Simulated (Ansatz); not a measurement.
## Ansatz (development build ahead of 0.2.0) run

```yaml
crystal:
  periodic: [false, false, false]
  atoms:
    - { symbol: O, position_ang: [0.0, 0.0, 0.0] }
    - { symbol: O, position_ang: [0.0, 0.0, 1.904] }
basis:
  gaussian: { orbitals: "6-31G" }
total_charge: 1
magnetization:
  spin_polarized: true
  initial_magnetization: 1
hamiltonian:
  xc: pbe0
output:
  forces: true
```

The input is written out in the form of the current development build from the run's settings.

The run gave:

```yaml
Converged: yes
Total_energy: -149.51499 hartree
Spin_squared_of_the_determinant: 2.534
Stability_test: minimum
```

Forces (eV/Å):
```tsv
atom	Fx	Fy	Fz
O1	0.000	0.000	-0.203
O2	0.000	0.000	0.203
```

Caution: the unrestricted determinant is a mixture of spin states.
